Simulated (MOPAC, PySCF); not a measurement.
C$_{2}$H$_{3}$N, SMILES `CC#N`, neutral singlet in the gas phase. 

Cartesian coordinates (Å):
SMILES: N#CC
```xyz
6

C     -0.4867     0.0039    -0.0050
C      0.9660    -0.0078     0.0098
N      2.1227    -0.0171     0.0216
H     -0.8654    -0.6996    -0.7602
H     -0.8798    -0.2903     0.9787
H     -0.8569     1.0109    -0.2451
```
Charge 0, multiplicity 1.

All levels are single points at this geometry (PBE0-D3(BJ)/def2-SVP); Pople sets use spherical d functions. Orbital energies aren't observables, and empty levels follow the basis.

| level | HOMO (eV) | LUMO (eV) | gap (eV) | dipole (D) | vertical IE, Delta-SCF (eV) |
|---|---|---|---|---|---|
| PBE0-D3(BJ)/def2-TZVP in PySCF | -9.43 | 0.83 | 10.26 | 4.03 | 12.14 |
| ωB97X-D3(BJ)/def2-TZVP in PySCF | -11.98 | 2.62 | 14.59 | 4.03 | 12.31 |
| B3LYP/3-21G in PySCF | -8.97 | 1.26 | 10.24 | 3.59 | – |
| B3LYP/6-311+G** in PySCF | -9.24 | -0.32 | 8.91 | 4.06 | – |
| B3LYP/6-31G* in PySCF | -8.88 | 1.02 | 9.90 | 3.80 | 12.08 |
| BP86/6-31G* in PySCF | -7.86 | 0.04 | 7.90 | 3.76 | – |
| M06-2X/6-31G* in PySCF | -10.58 | 2.38 | 12.97 | 3.80 | – |
| PBE/6-31G* in PySCF | -7.75 | 0.15 | 7.90 | 3.74 | 11.96 |
| SVWN5/6-31G* in PySCF | -7.90 | -0.03 | 7.87 | 3.84 | – |
| HF/STO-3G in PySCF | -11.01 | 9.72 | 20.72 | 3.06 | – |
| AM1 in MOPAC | -12.58 | 1.72 | 14.29 | 2.88 | – |
| PM6 in MOPAC | -12.77 | 1.33 | 14.10 | 3.75 | – |
| PM7 in MOPAC | -12.84 | 1.21 | 14.05 | 3.82 | – |
